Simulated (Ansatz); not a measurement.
We consider 2H MoS₂, described by PBE (plane waves, PAW; Ansatz, a program for electronic structure).

Run with plane-wave cutoff 520 eV, 12×12×4 k mesh (along the axes of the cell as run), perturbation theory, no spin polarisation, scalar-relativistic PAW data made under PBE.

Cell (relaxed at this level):

```
CELL_PARAMETERS angstrom
      3.18499     0.00000     0.00000
     -1.59250     2.75828     0.00000
      0.00000     0.00000    14.79461
ATOMIC_POSITIONS crystal
  Mo 0.66667 0.33333 0.75000
  Mo 0.33333 0.66667 0.25000
  S  0.66667 0.33333 0.35562
  S  0.33333 0.66667 0.85562
  S  0.33333 0.66667 0.64438
  S  0.66667 0.33333 0.14438
```

Task: What does this level give for the high-frequency dielectric constant (mean over three axes) and dielectric constant ε0 (ions relaxed) (mean over three axes)?

Result: 
- high-frequency dielectric constant (mean over three axes) = 9.64
- dielectric constant ε0 (ions relaxed) (mean over three axes) = 9.73

Measured, for comparison: high-frequency dielectric constant 12.2 (temperature not stated, no zero-point or thermal correction, mean of the two values across and the one along c; as tabulated in Pike et al. (2018), arXiv:1804.02196); static dielectric constant 12.7 (temperature not stated, no zero-point or thermal correction, polycrystalline average of the tensor's eigenvalues; as tabulated in Petousis et al. (2017), doi:10.1038/sdata.2016.134). Computed (rounded) less measured: high-frequency dielectric constant -21 %, static dielectric constant -23 %.

Note: the cell comes from a level without a dispersion term, which matters for the spacing of layers, chains or molecules; the cell has widely spaced layers and the level no dispersion term, so their spacing and the moduli can rest on weak binding.

Cost on a shared machine: around 30 core-minutes (rough).
